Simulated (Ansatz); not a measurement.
Reaction (SMILES): C[S] (CH3-S) → [S-]C (an electron is taken up)
B3LYP-D3(BJ)/def2-TZVP geometries, fixed; electronic energies without zero-point terms; positive where energy is released.

The adiabatic electron affinity at MP2 with Ansatz (a program for electronic structure), in eV, split into its Hartree-Fock and correlation parts. Cores are frozen. Open shells are unrestricted. No added dispersion term, no relativity. Functions are those of the species that has most. These sets lack the diffuse functions that anions need.

```json
[
 {"basis": "cc-pV(D+d)Z", "X": "2", "functions": "52", "Hartree-Fock": "0.170", "MP2": "0.939"},
 {"basis": "cc-pV(T+d)Z", "X": "3", "functions": "111", "Hartree-Fock": "0.384", "MP2": "1.512"},
 {"basis": "cc-pV(Q+d)Z", "X": "4", "functions": "209", "Hartree-Fock": "0.496", "MP2": "1.767"},
 {"basis": "cc-pV(5+d)Z", "X": "5", "functions": "356", "Hartree-Fock": "0.536", "MP2": "1.863"}
]
```

Worked estimate of the basis-set limit from each neighbouring pair, with Hartree-Fock from the larger set and the correlation part extrapolated as X^-3.
Correlation parts: X = 2: 0.769, X = 3: 1.128, X = 4: 1.271, X = 5: 1.327.
- (2,3): (27·(1.128) - 8·(0.769))/19 = 1.279; with Hartree-Fock 0.384 the estimate is 1.663 eV.
- (3,4): (64·(1.271) - 27·(1.128))/37 = 1.375; with Hartree-Fock 0.496 the estimate is 1.871 eV.
- (4,5): (125·(1.327) - 64·(1.271))/61 = 1.386; with Hartree-Fock 0.536 the estimate is 1.922 eV.
The last two estimates differ by 0.050 eV; the largest set lies 0.059 from the last. Over the last step Hartree-Fock moves by 0.040 and the correlation part by 0.056.
